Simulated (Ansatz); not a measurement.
[BH2···H···GeH3], doublet: the ladder up to UCCSDT(Q)

Geometry: a point of a hydrogen-transfer path between rigid fragments, not a stationary point.

```yaml
atoms:
  - { symbol: B, position_ang: [-2.9359, 0.0000, 0.0000] }
  - { symbol: H, position_ang: [-3.5326, 1.0336, 0.0000] }
  - { symbol: H, position_ang: [-3.5326, -1.0336, 0.0000] }
  - { symbol: H, position_ang: [-1.7424, 0.0000, 0.0000] }
  - { symbol: Ge, position_ang: [0.5181, 0.0000, 0.0000] }
  - { symbol: H, position_ang: [0.9868, -1.4659, 0.0000] }
  - { symbol: H, position_ang: [0.9868, 0.7330, -1.2695] }
  - { symbol: H, position_ang: [0.9868, 0.7330, 1.2695] }
```

Basis cc-pVDZ; Ansatz 0.2.0. Only valence electrons are correlated (noble-gas cores and the filled d shells of p-block atoms frozen), which leaves 13 electrons in 56 orbitals. R marks a restricted (for open shells ROHF) determinant, U an unrestricted one. Active spaces: pair = (3e, 3o) about the gap; frontier = (9e, 9o) about the gap. No spin–orbit coupling is included, and no scalar relativity.

Full CI isn't at hand for all of this; UCCSDT(Q) serves as the reference, and is uncertain by about the last step of the cluster series. The frozen core follows each run's orbitals, which can shift R against U totals by a few meV for light atoms and by up to 0.1 eV past Ca.

- UHF ⟨S²⟩: 0.757
- T1 diagnostic (RCCSD): 0.0132
- largest doubles amplitude (RCCSD): 0.034
- T1 diagnostic (UCCSD): 0.0095

```json
{"level": "UHF", "E − E(UCCSDT(Q)) (kJ/mol)": "638.4", "share of correlation (%)": "0.93", "wall time": "–"}
{"level": "UMP2", "E − E(UCCSDT(Q)) (kJ/mol)": "143.8", "share of correlation (%)": "77.68", "wall time": "–"}
{"level": "UCCSD", "E − E(UCCSDT(Q)) (kJ/mol)": "13.8", "share of correlation (%)": "97.86", "wall time": "–"}
{"level": "UCCSD(T)", "E − E(UCCSDT(Q)) (kJ/mol)": "2.9", "share of correlation (%)": "99.55", "wall time": "14 s"}
{"level": "UCCSDT", "E − E(UCCSDT(Q)) (kJ/mol)": "0.3", "share of correlation (%)": "99.96", "wall time": "–"}
```

The correlation energy at UCCSDT(Q), counted from RHF, is -6.679 eV. That run took 16 s on 2 threads of AMD EPYC 7R13 with a shared H100 80 GB, shared host.

Run but not shown, since their state or frozen core can't be matched to the reference's or they repeat it: RHF, RMP2, CISD, RCCSD, RCCSD(T), BCCD(T), RCCSDT, RCCSDT(Q), CASSCF (pair space), NEVPT2 (pair space), MRCISD (pair space), MRCISD+Q (pair space), CASSCF (frontier space), NEVPT2 (frontier space), MRCISD (frontier space), MRCISD+Q (frontier space).

Times hold each run's SCF and search for its determinant on a shared host, so for small cases they say little of a method's own cost; they ran on 1 thread of AMD EPYC 7R13.
